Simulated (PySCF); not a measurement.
HO, SMILES `[OH]` (charge 0, multiplicity 2)

Computed with PBE-D3(BJ)/def2-TZVP // TPSSh-D3(BJ)/def2-TZVP (PySCF).

```json
{
  "highest_occupied_spin_orbital": "-7.16 eV",
  "dipole_moment": "1.73 D",
  "total_energy": "-75.6819 Ha",
  "cost": "about 5 core-seconds (a rough figure)"
}
```

```xyz
2

O      0.4895     0.0000     0.0000
H     -0.4895     0.0000     0.0000
```
Charge 0, spin multiplicity 2.
